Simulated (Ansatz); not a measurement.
A made-up structure of B2NH5, singlet:

B1  (0.730, -0.933, 0.709)
B2  (0.373, 0.270, 0.109)
N3  (-1.000, 0.640, -0.755)
H4  (-1.042, 0.557, -1.770)
H5  (-1.825, 1.050, -0.316)
H6  (1.163, 1.179, 0.227)
H7  (1.715, -1.075, 1.286)
H8  (0.083, -1.883, 0.681)
(Å)

It is relaxed with PBE-D4/def2-SVP and then PBE0-D4/def2-TZVP (Ansatz 0.2.0). Atoms count as bonded within 1.22 times the sum of their covalent radii (H–H: 0.88 Å). The end point is not checked to be a true minimum.

Task: Does its bonding change? (A judgement: the text doesn't fix the answer.)

Result: Computed: No: no bond forms or breaks.

Where it ends: The first stage lowers the energy by 4.52 eV in 16 steps. It ends as B₂NH₅ ([BH2][BH][NH2]):
```
8
angstrom
B 0.7477 -1.0649 0.6335
B 0.0481 0.3925 0.2408
N -0.7727 0.7075 -0.8368
H -1.0524 0.0484 -1.5428
H -1.1479 1.6287 -0.9856
H 0.2938 1.2982 1.0054
H 1.8564 -1.3591 0.2776
H 0.2229 -1.8464 1.3794
```

Labels in which every atom is bracketed show which atoms are joined, not bond orders.

For scale, one of the runs: PBE0-D4/def2-TZVP relaxation, 123 basis functions, launched by `ansatz run in.yaml --threads 2 --pin off --events-out ev --progress --plain --max-ram 4352MiB`. The run took about 12 s on 2 CPU threads of an Arm Neoverse V1 (shared host).
